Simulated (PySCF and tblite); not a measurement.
2-butanone, C4H8O, numbered as in [CH3:1][CH2:2][C:3]([CH3:4])=[O:5].

The ensemble was built from 60 distance-geometry starts (ETKDG and KDG, MMFF94s, GFN2-xTB) and rests on PBE0-D3(BJ)/def2-SVP geometries. Weights use PBE0-D3(BJ)/def2-TZVP (IEF-PCM, chloroform) energies plus GFN2-xTB zero-point and thermal terms (modes under about 100 cm⁻¹ blended into free rotors). Symmetry numbers and mirror images are counted. Conformers within 3 kcal/mol (GFN2-xTB free energy) were kept, 3 at most. GIAO shieldings: PBE0/pcSseg-1 (IEF-PCM, chloroform). Shifts are against TMS (¹H), TMS (¹³C) at the same level. Programs: PySCF with density fitting and tblite.

Torsions listed: C1–C2–C3–O5. Of a mirror pair one member is shown.

| conformer | shape | weight % | dipole D |
| --- | --- | --- | --- |
| 1 | -8° | 87.9 | 3.59 |
| 2 | 91° | 12.1 | 3.66 |

Q: How do the computed shifts compare with measured ones?

A: 
```tsv
nucleus	signal	leading conformer	average	measured	medium
¹H	H1	0.93	0.96	0.96	THF-d8
¹H	H2	2.39	2.36	2.39	THF-d8
¹H	H4	2.18	2.18	2.03	THF-d8
¹³C	C1	9.0	9.6	7.87	THF-d8
¹³C	C2	38.8	39.0	36.59	THF-d8
¹³C	C3	216.8	217.1	207.05	THF-d8
¹³C	C4	32.0	31.9	28.92	THF-d8
```

Measured values: Fulmer et al., Organometallics 2010, 29, 2176; Pretsch, Buehlmann, Badertscher, Structure Determination of Organic Compounds, 4th ed. (2009). Mean difference for ¹H: 0.04 ppm, scatter 0.08 ppm. Mean difference for ¹³C: 4.29 ppm, scatter 3.35 ppm. The computed shifts are unscaled and lack vibrational corrections.
